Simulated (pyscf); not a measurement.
Thermochemistry of product channels of cyclic C₂H₂O (SMILES C1=CO1) on the singlet surface, in kcal/mol, from CCSD(T)/def2-TZVPP + ΔMP2(QZVPP) energies (ideal gas, 1 atm, RRHO with modes under 100 cm⁻¹ raised to 100, one conformer, R ln 2 for rigid chiral ones). Single points on ωB97X-D3(BJ)/def2-SVP structures (PySCF, gas phase). Correlated levels are frozen-core, on RHF or UHF. ΔMP2 is the change of the MP2 total energy from the triple- to the quadruple-zeta basis.

```csv
products,ΔE,ΔH(298 K),ΔG(600 K),ΔG(900 K)
:HC–CH=O [singlet],…,+0.3,-0.9,-1.4
HC≡C–OH,-44.1,-42.6,-41.9,…
:C=CH–OH [singlet],…,+5.5,+4.4,+3.9
```

Problem. Fill in the missing entries.

Solution. 
- :HC–CH=O [singlet], ΔE: +0.3
- HC≡C–OH, ΔG(900 K): -41.6
- :C=CH–OH [singlet], ΔE: +4.9

These are energies of the channels, which say nothing of barriers. cyclic C₂H₂O (SMILES C1=CO1) lies 80.7 kcal/mol over its isomer H₂C=C=O, and others may lie lower still (electronic energy, ωB97M-D3(BJ)). :HC–CH=O [singlet] lies 81.0 kcal/mol over its isomer H₂C=C=O, and others may lie lower still (electronic energy, ωB97M-D3(BJ)). :HC–CH=O [singlet] may be a fragile minimum: a first optimisation, from another start, lost the drawn bonds. :C=CH–OH [singlet] may be a fragile minimum: a first optimisation, from another start, lost the drawn bonds. The CCSD(T) − MP2 part came from Ansatz, without density fitting, on the same reference. The largest closed-shell T1 diagnostic is 0.037, which may signal static correlation.
